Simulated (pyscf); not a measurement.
**Elimination: H₂P–GeH₃ -> HP=GeH₂ + hydrogen (H₂)**

Gas phase, singlet surface, charge 0. Bonds broken: P1–H3, Ge2–H5. Bonds formed: H3–H5. Structures and frequencies: ωB97X-D3(BJ)/def2-SVP in PySCF.

Transition state (Å):

```xyz
7

P     -0.6212     1.5550     0.1582
Ge    -0.4553    -0.6500     0.4456
H      0.3893     0.1239    -0.8897
H     -1.7039     1.3210    -0.7477
H      0.6169    -0.8439    -1.0218
H      0.6031    -1.2206     1.3963
H     -1.4693    -1.7135    -0.0004
```

One imaginary mode, 1585i cm⁻¹; descent along it reached the two sides named.

```tsv
bond	change	reactant side (Å)	saddle	product side
P1–H3	breaks	1.424	2.041	4.3
Ge2–H5	breaks	1.537	1.828	3.3
H3–H5	forms	3.2	1.003	0.761
```

Electronic energies relative to the reactant's lowest minimum found (eV):

```csv
level,barrier,reaction energy,reverse barrier
ωB97X-D3(BJ)/def2-TZVP,3.22,+1.67,1.54
PBE/def2-TZVP,2.77,+1.39,1.38
r²SCAN/def2-TZVP,2.93,+1.50,1.43
B3LYP-D3(BJ)/def2-TZVP,3.05,+1.46,1.59
PBE0-D3(BJ)/def2-TZVP,2.97,+1.60,1.37
M06-2X/def2-TZVP,3.02,+1.46,1.55
ωB97M-D3(BJ)/def2-TZVP,3.14,+1.59,1.55
HF/def2-TZVP,3.71,+1.75,1.96
```

With ωB97M-D3(BJ)/def2-TZVP energies and thermal terms (ideal gas, 1 atm, RRHO with modes under 100 cm⁻¹ raised to 100, one conformer, R ln 2 for chiral ones without a mode under 150 cm⁻¹), in eV:

| T (K) | ΔH‡ | ΔG‡ | ΔH | ΔG |
|---|---|---|---|---|
| 298 | 3.01 | 3.02 | +1.46 | +1.11 |
| 600 | 3.00 | 3.03 | +1.48 | +0.75 |
| 900 | 2.99 | 3.05 | +1.48 | +0.38 |
| 1200 | 2.97 | 3.07 | +1.45 | +0.02 |

At the saddle there is also a short Ge–H contact that neither side keeps. The same reactants have a lower exit, to H₂P–GeH: [singlet] + H₂ (barrier +2.31 eV at ωB97M-D3(BJ)/def2-TZVP, against +3.14 eV here). One saddle was located; it need not be the lowest between these sides. Elements up to Kr have no core potential and no relativistic terms here.
